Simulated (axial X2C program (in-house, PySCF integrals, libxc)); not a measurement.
The numbers below are computed, except where a source is named.
## Si₂⁺: input and output

Program: an in-house all-electron X2C program for linear molecules (integrals from PySCF).

Input file and command:
```json
{"zs": [14, 14], "q": 1, "bas": ["dyall-v3z", "dyall-v3z"], "levels": ["PBE0", "HF", "LDA"], "cc": true, "r0": 2.32, "thr": -2.0, "nmax": 90, "npts": 10, "nst": 2, "ntry": 6}
```
```bash
python so2c.py task.json out
```

Keys: zs atomic numbers; q charge; bas basis sets; levels methods; cc coupled cluster on or off; r0 starting distance in Å; thr threshold in hartree for freezing inner shells (an s shell follows its p shell); nmax most natural virtual spinors; npts points on the curve; nst determinants followed; ntry starts of the search. HF also brings MP2.

Output of the HF step, 2c, at R = 2.288 Å for the state Ω = 3/2. It starts from PBE0 orbitals of this distance.

```
two-component X2C + atomic mean field  HF
basis functions 92  fitting functions 598  grid points 4360
iter        total energy     max residual
   1       -578.642882065     8.48e-02
   2       -578.655529751     6.07e-03
   3       -578.656226021     2.67e-03
   4       -578.656390747     1.35e-03
   5       -578.656430786     3.29e-04
   6       -578.656432399     1.29e-04
   7       -578.656432767     4.63e-05
   8       -578.656432830     1.89e-05
   9       -578.656432836     2.99e-06
  10       -578.656432836     1.83e-06
converged
one-electron -886.09784768  Coulomb 302.70565878  exact exchange -40.52199425  xc functional 0.00000000  nuclear repulsion 45.33161422  atomic mean-field constant -0.07386392
correlated 7  virtual 141  natural virtual 90  E(MP2) -0.138427962  MP2 remainder -0.001510491
iter   CCSD correlation   residual
   1     -0.156106367   1.32e-01
   2     -0.164019984   5.34e-02
   3     -0.164684506   1.53e-02
   4     -0.164957252   6.99e-03
   5     -0.164967658   2.34e-03
   6     -0.164964998   6.72e-04
   7     -0.164972172   2.13e-04
   8     -0.164971661   6.91e-05
   9     -0.164971473   2.28e-05
  10     -0.164971505   6.88e-06
  11     -0.164971565   2.51e-06
  12     -0.164971596   8.44e-07
  13     -0.164971604   3.94e-07
(T) -0.010719160  T1 0.0314  D1 0.0462  max T2 0.096
```
Energies are in hartree; totals compare only within one Hamiltonian and basis. T1 in the output is the amplitude norm over the root of the electron number; divide by √2 for the Lee–Taylor value.
